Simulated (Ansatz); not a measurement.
Geometry optimisation, RKS PBE0-D4/def2-SVP in Ansatz 0.2.0.

input.yaml

```yaml
crystal:
  periodic: [false, false, false]
  atoms:
    - { symbol: Si, position_ang: [-0.506747, -0.222429, -0.210115] }
    - { symbol: F, position_ang: [0.224761, 1.081711, 2.156929] }
    - { symbol: H, position_ang: [0.687354, -0.863935, 0.40391] }
    - { symbol: H, position_ang: [-0.29852, 1.229607, -0.464196] }
    - { symbol: H, position_ang: [-0.763989, -0.887546, -1.527832] }
    - { symbol: P, position_ang: [-2.239402, -0.485978, 1.136405] }
    - { symbol: H, position_ang: [-3.248968, -0.230068, 0.157358] }
    - { symbol: H, position_ang: [-2.291416, -1.91041, 1.033567] }
    - { symbol: H, position_ang: [-0.601674, 0.976948, 2.558073] }
basis:
  gaussian: { orbitals: def2-SVP }
hamiltonian:
  xc: pbe0
  dispersion: d4
relax:
  f_tol: 0.03
  max_steps: 50
```

Run as:

```bash
$ ansatz run input.yaml --threads 1 --pin off --max-ram 2048MiB --backend cpu --events-out ev --progress --plain --runs-dir out
```

Where does it end, and by what steps?

The run converged. After 8 steps the energy has fallen by 0.101 eV; F2 moved furthest, 0.36 Å.

```json
{"step": "0", "energy less start (eV)": "0.0000", "largest force component (eV/Å)": "0.771", "accepted": "yes"}
{"step": "1", "energy less start (eV)": "-0.0301", "largest force component (eV/Å)": "1.982", "accepted": "yes"}
{"step": "2", "energy less start (eV)": "-0.0232", "largest force component (eV/Å)": "1.928", "accepted": "no"}
{"step": "3", "energy less start (eV)": "-0.0770", "largest force component (eV/Å)": "1.210", "accepted": "yes"}
{"step": "4", "energy less start (eV)": "-0.0868", "largest force component (eV/Å)": "0.220", "accepted": "yes"}
{"step": "5", "energy less start (eV)": "-0.0760", "largest force component (eV/Å)": "0.439", "accepted": "no"}
{"step": "6", "energy less start (eV)": "-0.0995", "largest force component (eV/Å)": "0.099", "accepted": "yes"}
{"step": "7", "energy less start (eV)": "-0.1004", "largest force component (eV/Å)": "0.057", "accepted": "yes"}
{"step": "8", "energy less start (eV)": "-0.1007", "largest force component (eV/Å)": "0.012", "accepted": "yes"}
```

```xyz
9
Properties=species:S:1:pos:R:3
Si -0.461 -0.265 -0.339
F 0.109 1.217 2.465
H 0.755 -0.866 0.276
H -0.264 1.187 -0.606
H -0.776 -0.970 -1.619
P -2.143 -0.454 1.174
H -3.217 -0.124 0.298
H -2.306 -1.866 1.085
H -0.736 0.829 2.510
```

Whether the end is a true minimum wasn't checked by a vibrational analysis.

Run time: 28 s on 1 thread of Arm Neoverse V1 (shared host), peak memory 0.15 GiB.
